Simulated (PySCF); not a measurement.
One reaction down a group: F, Cl, Br, I

The same gas-phase reaction for F, Cl, Br, I:
- 4 SiHF3 → SiH4 + 3 SiF4
- 4 SiHCl3 → SiH4 + 3 SiCl4
- 4 SiHBr3 → SiH4 + 3 SiBr4
- 4 SiHI3 → SiH4 + 3 SiI4

Computed with PySCF and rigid-rotor harmonic-oscillator thermochemistry at 1 bar. † marks an energy on the PBE0/def2-TZVP geometry and frequencies; other levels use their own. MP2 freezes the core. All species are closed-shell singlets. I: scalar-relativistic def2 core potential, no spin-orbit coupling. Br: all electrons, no relativistic terms. MP2 isn't extrapolated to the basis-set limit. The harmonic model lacks anharmonicity and excited electronic states, which grow with temperature; levels with a mode under 35 cm⁻¹ are left out. Soft modes under 120 cm⁻¹ make the harmonic entropy rough for SiHBr3, SiBr4, SiHI3, SiI4.

ΔH°(298 K) in kJ, by level:

```
level                  F    Cl    Br      I
------------------  ----  ----  ----  -----
ωB97M-V/def2-TZVP†   2.3   9.4  14.9    8.7
BLYP/def2-TZVP†     16.6  26.1  31.1   24.8
PBE0/def2-SVP†       0.0   5.2  18.4   17.7
ωB97X-V/def2-TZVP†   4.3  12.2  18.2   13.3
MP2/def2-TZVPP†      2.3   8.7   6.2  -10.9
PBE/def2-SVP         4.2   2.4  13.3   12.6
LDA/def2-TZVP†      -0.8   5.4  11.6    7.8
```

At ωB97M-V/def2-TZVP†, ΔH° is not monotonic: it is lowest for F and highest for Br, over a range of 12.6 kJ; the steps are +7.1, +5.5, -6.2 kJ. 2 of the 7 levels shown give the same order; PBE0/def2-SVP†, ωB97X-V/def2-TZVP†, MP2/def2-TZVPP†, PBE/def2-SVP, LDA/def2-TZVP† order the members differently. The levels scatter most for I (35.7 kJ between the highest and the lowest) and least for F (17.4 kJ). ΔS°(298 K) runs from -57.3 to -55.4 J/K, so TΔS° at 298 K spreads over 0.6 kJ among the members, against 12.6 kJ for ΔH°.

Free energies at ωB97M-V/def2-TZVP†:

| member | ΔS°(298 K), J/K | ΔG°(298 K), kJ | ΔG°(1400 K), kJ | ΔG° changes sign |
|---|---|---|---|---|
| F | -56.0 | 19 | 76 | none from 298 to 2500 K |
| Cl | -57.3 | 26 | 84 | none from 298 to 2500 K |
| Br | -56.8 | 32 | 90 | none from 298 to 2500 K |
| I | -55.4 | 25 | 83 | none from 298 to 2500 K |

The NASA 1993 table, where it holds all species, gives ΔH°(298 K) = -7 kJ for F, 31 kJ for Cl, 0 kJ for Br; its entries are part measured, part old estimates, and weren't checked at source.
